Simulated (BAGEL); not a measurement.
**AlH2O2 (SMILES [OH][Al][OH]), step by step**

Wanted: the energy (CASSCF(5,4)/def2-SV(P)), then a single-point energy (CASSCF(5,4)/def2-SVP), then the energy (CASSCF(5,4)/def2-SVPD), then the energy (CASSCF(5,4)/def2-TZVP), then the energy (CASSCF(5,4)/def2-TZVPP), then the energy (CASSCF(5,4)/def2-TZVPPD) of AlH2O2. 

Program for the calculation: BAGEL 1.2.2.

## Step 1: Starting point

AlH2O2 has 5 atoms, charge 0, and is taken as a doublet. As SMILES, `[OH][Al][OH]`. Geometry: relaxed at PBE0-D4/def2-TZVP.

Bond lengths: O1–Al2 1.696 Å, Al2–O3 1.703 Å, O1–H4 0.958 Å, O3–H5 0.956 Å. Angles: O1–Al2–O3 119.0°, Al2–O1–H4 122.5°, Al2–O3–H5 123.1°.

## Step 2: The energy at CASSCF(5,4)/def2-SV(P) (density fitting with tzvpp-jkfit, property excitation energy, 3 states averaged) (run 1)

The input, job.json:

```json
{ "bagel": [

{
  "title": "molecule",
  "basis": "def2-sv_p_.json",
  "df_basis": "tzvpp-jkfit",
  "angstrom": true,
  "geometry": [
    { "atom": "O", "xyz": [   -1.573500,   -0.324600,   -0.237500 ] },
    { "atom": "Al", "xyz": [    0.018500,   -0.825100,    0.065000 ] },
    { "atom": "O", "xyz": [    1.249400,    0.348300,    0.160000 ] },
    { "atom": "H", "xyz": [   -1.809700,    0.595800,   -0.359200 ] },
    { "atom": "H", "xyz": [    2.165100,    0.131800,    0.330400 ] }
  ]
},
{
  "title": "hf",
  "charge": 1
},
{
  "title": "casscf",
  "nstate": 3,
  "nact": 4,
  "nclosed": 13,
  "charge": 0,
  "nspin": 1,
  "maxiter": 200,
  "natocc": true
},
{
  "title": "print",
  "file": "orbitals.molden",
  "orbitals": true
}

]}
```

The basis set def2-SV(P) is read from a file made from the Basis Set Exchange's data (not shown).

Command:

```bash
$ BAGEL_NUM_THREADS=1 BAGEL job.json > job.out
```

Output:

```text
* using 1 threads per process

  ===============================================================
  ===============================================================

  *** Geometry ***

[... 29 lines left out ...]
    * SCF iteration converged.
[... 1 line left out ...]
    * Permanent dipole moment:
[... 22 lines left out ...]
    * Second-order optimization converged. *
[... 13 lines left out ...]
     * ci vector, state   0, <S^2> = 0.7500
       22a.    -0.9935409608
       2baa    -0.0738394134

     * ci vector, state   1, <S^2> = 0.7500
       22.a    -0.9498376150
       2a2.    -0.2840471352
       2a.2     0.0740071146
       a2ab    -0.0611994570

     * ci vector, state   2, <S^2> = 0.7500
       2a2.     0.9247611414
       22.a    -0.2953577139
       2a.2    -0.1975731669
       2.2a    -0.1139044707

    * METHOD: CASSCF                               0.81

    * METHOD: PRINT                                0.01

  ===============================================================
```

Run time: 1.3 s. Hardware: 1 thread of Arm Neoverse V1, shared host; peak memory 0.081 GiB.

The roots found:

| excited state | energy (eV) |
| --- | --- |
| 1 | 4.065 |
| 2 | 5.184 |

## Step 3: A single-point energy at CASSCF(5,4)/def2-SVP (density fitting with tzvpp-jkfit, property excitation energy, 3 states averaged) (run 2)

The input, input.json:

```json
{ "bagel" : [

{
  "title" : "molecule",
  "basis" : "svp",
  "df_basis" : "tzvpp-jkfit",
  "angstrom" : true,
  "geometry" : [
    { "atom" : "O", "xyz" : [      -1.573500,      -0.324600,      -0.237500 ] },
    { "atom" : "Al", "xyz" : [       0.018500,      -0.825100,       0.065000 ] },
    { "atom" : "O", "xyz" : [       1.249400,       0.348300,       0.160000 ] },
    { "atom" : "H", "xyz" : [      -1.809700,       0.595800,      -0.359200 ] },
    { "atom" : "H", "xyz" : [       2.165100,       0.131800,       0.330400 ] }
  ]
},

{ "title" : "hf", "charge" : 1 },

{ "title" : "casscf", "nstate" : 3, "nact" : 4, "nclosed" : 13, "nspin" : 1, "maxiter" : 200, "natocc" : true },

{ "title" : "print", "file" : "orbitals.molden", "orbitals" : true }

]}
```

Command:

```bash
$ BAGEL_NUM_THREADS=1 BAGEL input.json > input.out
```

Output:

```text
* using 1 threads per process

  ===============================================================
  ===============================================================

  *** Geometry ***

[... 29 lines left out ...]
    * SCF iteration converged.
[... 1 line left out ...]
    * Permanent dipole moment:
[... 22 lines left out ...]
    * Second-order optimization converged. *
[... 13 lines left out ...]
     * ci vector, state   0, <S^2> = 0.7500
       22a.    -0.9934305067
       2baa    -0.0744373479

     * ci vector, state   1, <S^2> = 0.7500
       22.a    -0.9485966572
       2a2.    -0.2876479681
       2a.2     0.0748425072
       a2ab    -0.0613855885

     * ci vector, state   2, <S^2> = 0.7500
       2a2.     0.9234008224
       22.a    -0.2990849361
       2a.2    -0.1978803384
       2.2a    -0.1142960905

    * METHOD: CASSCF                               0.94

    * METHOD: PRINT                                0.01

  ===============================================================
```

Run time: 1.4 s. Hardware: 1 thread of Arm Neoverse V1, shared host; peak memory 0.081 GiB.

The roots found:

| excited state | energy (eV) |
| --- | --- |
| 1 | 4.052 |
| 2 | 5.165 |

Runs 3 to 4 aren't shown in full; the table further down has their settings and results.

## Step 4: A single-point energy at CASSCF(5,4)/def2-TZVPP (density fitting with tzvpp-jkfit, property excitation energy, 3 states averaged) (run 5)

The input, casscf.json:

```json
{ "bagel" : [

{
  "title" : "molecule",
  "basis" : "tzvpp",
  "df_basis" : "tzvpp-jkfit",
  "angstrom" : true,
  "geometry" : [
    { "atom" : "O", "xyz" : [      -1.573500,      -0.324600,      -0.237500 ] },
    { "atom" : "Al", "xyz" : [       0.018500,      -0.825100,       0.065000 ] },
    { "atom" : "O", "xyz" : [       1.249400,       0.348300,       0.160000 ] },
    { "atom" : "H", "xyz" : [      -1.809700,       0.595800,      -0.359200 ] },
    { "atom" : "H", "xyz" : [       2.165100,       0.131800,       0.330400 ] }
  ]
},

{ "title" : "hf", "charge" : 1 },

{ "title" : "casscf", "nstate" : 3, "nact" : 4, "nclosed" : 13, "nspin" : 1, "maxiter" : 200, "natocc" : true },

{ "title" : "print", "file" : "orbitals.molden", "orbitals" : true }

]}
```

Command:

```bash
$ BAGEL_NUM_THREADS=1 BAGEL casscf.json > casscf.out
```

Output:

```text
* using 1 threads per process

  ===============================================================
  ===============================================================

  *** Geometry ***

[... 29 lines left out ...]
    * SCF iteration converged.
[... 1 line left out ...]
    * Permanent dipole moment:
[... 22 lines left out ...]
    * Second-order optimization converged. *
[... 13 lines left out ...]
     * ci vector, state   0, <S^2> = 0.7500
       22a.     0.9948211550
       2baa    -0.0675884864

     * ci vector, state   1, <S^2> = 0.7500
       22.a     0.9683427670
       2a2.    -0.2211614618
       a2ab     0.0613379631
       2a.2     0.0581073510

     * ci vector, state   2, <S^2> = 0.7500
       2a2.    -0.9377081160
       22.a    -0.2299778857
       2a.2     0.2292312087
       2.2a    -0.0982011641

    * METHOD: CASSCF                               3.53

    * METHOD: PRINT                                0.04

  ===============================================================
```

Run time: 4.8 s. Hardware: 1 thread of Arm Neoverse V1, shared host; peak memory 0.12 GiB.

The roots found:

| excited state | energy (eV) |
| --- | --- |
| 1 | 3.737 |
| 2 | 5.120 |

## Step 5: The energy at CASSCF(5,4)/def2-TZVPPD (density fitting with tzvpp-jkfit, property excitation energy, 3 states averaged) (run 6)

The input, input.json:

```json
{ "bagel": [

{
  "title": "molecule",
  "basis": "def2-tzvppd.json",
  "df_basis": "tzvpp-jkfit",
  "angstrom": true,
  "geometry": [
    { "atom": "O", "xyz": [   -1.573500,   -0.324600,   -0.237500 ] },
    { "atom": "Al", "xyz": [    0.018500,   -0.825100,    0.065000 ] },
    { "atom": "O", "xyz": [    1.249400,    0.348300,    0.160000 ] },
    { "atom": "H", "xyz": [   -1.809700,    0.595800,   -0.359200 ] },
    { "atom": "H", "xyz": [    2.165100,    0.131800,    0.330400 ] }
  ]
},
{ "title": "hf", "charge": 1 },
{ "title": "casscf", "nstate": 3, "nact": 4, "nclosed": 13, "nspin": 1, "maxiter": 200, "natocc": true },
{ "title": "print", "file": "orbitals.molden", "orbitals": true }

]}
```

The basis set def2-TZVPPD is read from a file made from the Basis Set Exchange's data (not shown).

Command:

```bash
$ BAGEL_NUM_THREADS=1 BAGEL input.json > input.out
```

Output:

```text
* using 1 threads per process

  ===============================================================
  ===============================================================

  *** Geometry ***

[... 29 lines left out ...]
    * SCF iteration converged.
[... 1 line left out ...]
    * Permanent dipole moment:
[... 22 lines left out ...]
    * Second-order optimization converged. *
[... 13 lines left out ...]
     * ci vector, state   0, <S^2> = 0.7500
       22a.     0.9951065016
       2baa    -0.0659540965

     * ci vector, state   1, <S^2> = 0.7500
       22.a    -0.9717880328
       2a2.     0.2080302471
       a2ab     0.0601184148
       2a.2    -0.0539816584

     * ci vector, state   2, <S^2> = 0.7500
       2a2.    -0.9413002836
       2a.2     0.2295752585
       22.a    -0.2161746722
       2.2a    -0.0955126168

    * METHOD: CASSCF                               5.31

    * METHOD: PRINT                                0.06

  ===============================================================
```

It took 6.9 s on 1 thread of Arm Neoverse V1, shared host; peak memory 0.15 GiB.

The roots found:

| excited state | energy (eV) |
| --- | --- |
| 1 | 3.671 |
| 2 | 5.101 |

## Step 6: Overview of the runs

| run | level | energy (Eh) | lowest excitation energy (eV) | wall time |
| --- | --- | --- | --- | --- |
| 1 | CASSCF(5,4)/def2-SV(P) (density fitting with tzvpp-jkfit, property excitation energy, 3 states averaged) | -392.644627 | 4.07 | 1.3 s |
| 2 | CASSCF(5,4)/def2-SVP (density fitting with tzvpp-jkfit, property excitation energy, 3 states averaged) | -392.665965 | 4.05 | 1.4 s |
| 3 | CASSCF(5,4)/def2-SVPD (density fitting with tzvpp-jkfit, property excitation energy, 3 states averaged) | -392.687202 | 3.76 | 2.3 s |
| 4 | CASSCF(5,4)/def2-TZVP (density fitting with tzvpp-jkfit, property excitation energy, 3 states averaged) | -392.948851 | 3.74 | 3.6 s |
| 5 | CASSCF(5,4)/def2-TZVPP (density fitting with tzvpp-jkfit, property excitation energy, 3 states averaged) | -392.952334 | 3.74 | 4.8 s |
| 6 | CASSCF(5,4)/def2-TZVPPD (density fitting with tzvpp-jkfit, property excitation energy, 3 states averaged) | -392.953645 | 3.67 | 6.9 s |

Convergence of the total energy with the basis set, against the last and best point:

| basis set | from the best (mEh) | wall time |
| --- | --- | --- |
| def2-SV(P) | +309.018 | 1.3 s |
| def2-SVP | +287.680 | 1.4 s |
| def2-SVPD | +266.443 | 2.3 s |
| def2-TZVP | +4.794 | 3.6 s |
| def2-TZVPP | +1.311 | 4.8 s |
| def2-TZVPPD | +0.000 | 6.9 s |

Convergence of the lowest excitation energy within this active space with the basis set, against the last and best point:

| basis set | from the best (eV) | wall time |
| --- | --- | --- |
| def2-SV(P) | +0.3948 | 1.3 s |
| def2-SVP | +0.3812 | 1.4 s |
| def2-SVPD | +0.0867 | 2.3 s |
| def2-TZVP | +0.0712 | 3.6 s |
| def2-TZVPP | +0.0666 | 4.8 s |
| def2-TZVPPD | +0.0000 | 6.9 s |

## Step 7: What came out

```
                                                                         quantity          value
                  run 6, CASSCF(5,4)/def2-TZVPPD: energy of the lowest of 3 roots  -392.95364 Eh
run 6, CASSCF(5,4)/def2-TZVPPD: lowest excitation energy within this active space        3.67 eV
```

**Reading.** For the total energy to stay within 10 mEh of the best point, def2-TZVP is the least that serves (3.6 s against 6.9 s). For the lowest excitation energy within this active space to stay within 0.1 eV of the best point, def2-SVPD is the least that serves (2.3 s against 6.9 s). All runs together took 20 s, the longest 6.9 s.
